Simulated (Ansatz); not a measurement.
# SiOF+ (triplet): from Hartree-Fock to the top rungs, cc-pVDZ

How much of the correlation energy of SiOF+ (triplet) does each wave-function method recover here?

Program: Ansatz 0.2.0, Gaussian basis. Level of theory: cc-pVDZ, core rule «outside noble gas», up to 7 orbitals frozen. These are calculated values, not measurements.

The runs, in order: UHF; CCSD(T) on ROHF; CCSD(T) on UHF; BCCD(T) on ROHF; CISD; CCSDT(Q) on ROHF; CCSDT(Q) on UHF.

23 further runs of the same task are left out: 4 for a known fault of the program, 8 that didn't finish, 11 set aside as unsound or not needed.

## Step 1: The system

The geometry is a PBE0/def2-TZVP stationary point (not a proven minimum) of the parent state, kept for this charge and spin.

3 atoms, charge 1, spin multiplicity 3.

Atoms are counted from 1 here; the program's logs count them from 0.

Bond lengths: F1–Si2 1.587 Å, Si2–O3 1.520 Å. Angles: F1–Si2–O3 126.9°.

## Step 2: UHF

The input, in.yaml:

```yaml
crystal:
  periodic: [false, false, false]
  atoms:
    - {symbol: F, position_ang: [0.000000, -0.279589, 1.346482]}
    - {symbol: Si, position_ang: [0.000000, 0.382864, -0.095161]}
    - {symbol: O, position_ang: [0.000000, -0.340087, -1.431827]}
basis:
  gaussian: {orbitals: cc-pVDZ}
total_charge: 1
magnetization: {spin_polarized: true, initial_magnetization: 2}
hamiltonian: {xc: hf}
output: {orbitals: {seedname: orbitals}}
```

Launch:

```console
$ ansatz run in.yaml --threads 1 --pin off --events-out ev --progress --plain --max-ram 2393MiB
```

The runs that follow: CCSD(T) on ROHF; CCSD(T) on UHF; BCCD(T) on ROHF; CISD; CCSDT(Q) on ROHF; CCSDT(Q) on UHF.

Before running them: what should the planned runs give, taken together? Wanted: UCCSDT(Q) below the RHF energy; RMP2 from UCCSDT(Q); UMP2 from UCCSDT(Q); RCCSD from UCCSDT(Q); RCCSD(T) from UCCSDT(Q); UCCSD(T) from UCCSDT(Q); RCCSDT(Q) from UCCSDT(Q); T1 diagnostic.

As calculated:

```
                         quantity                      value
   UCCSDT(Q) below the RHF energy                -11.2966 eV
              RMP2 from UCCSDT(Q)                 +744.5 meV
              UMP2 from UCCSDT(Q)                 +743.6 meV
             RCCSD from UCCSDT(Q)                 +312.9 meV
          RCCSD(T) from UCCSDT(Q)                  +60.4 meV
          UCCSD(T) from UCCSDT(Q)                  +59.7 meV
         RCCSDT(Q) from UCCSDT(Q)                   +7.9 meV
levels within 1 kcal/mol (43 meV)  RCCSDT, UCCSDT, RCCSDT(Q)
                    T1 diagnostic                      0.026
```

What this shows: RCCSD(T) lands +60.4 meV from the yardstick (0.5 % of the correlation energy). These misses are within one basis, not against nature; the frozen cores of restricted and unrestricted runs differ, which can shift their rows.
